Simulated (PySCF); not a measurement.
**How methods differ on the ionisation energy of Ne**

Ne [Ne] (1S) → Ne+ [He] 2s2 2p5 (2P), as a difference of total energies. All numbers are calculated (PySCF 2.14, no relativity, point nucleus, in def2-SVP). Correlated levels: valence: 1s2 frozen. The calculations carry no spin-orbit coupling.

```
           method  ionisation energy (eV)  error (eV)
              UHF                  19.813      -1.784
            B3LYP                  21.453      -0.144
             PBE0                  21.293      -0.304
    MP2 (valence)                  21.269      -0.328
SCS-MP2 (valence)                  21.142      -0.455
   CCSD (valence)                  21.082      -0.515
CCSD(T) (valence)                  21.081      -0.516
```

Reference: 21.597 eV (measured; NIST levels, between the centres of gravity of the two terms).

Errors of the correlated levels include the incompleteness of this basis and the frozen core.
